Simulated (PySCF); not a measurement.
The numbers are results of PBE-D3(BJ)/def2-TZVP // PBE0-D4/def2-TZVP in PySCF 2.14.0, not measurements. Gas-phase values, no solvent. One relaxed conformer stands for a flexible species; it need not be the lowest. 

Reference species (SMILES): `[CH2]C` (neutral, multiplicity 2).

The highest occupied spin orbital is -4.54 eV.

Changed species: `[CH2][SeH]` (radical fragment; the reference has radical fragment).

Question: Predict the effect on the highest occupied spin orbital.

Answer: the highest occupied spin orbital rises by 0.49 eV, to -4.05 eV.
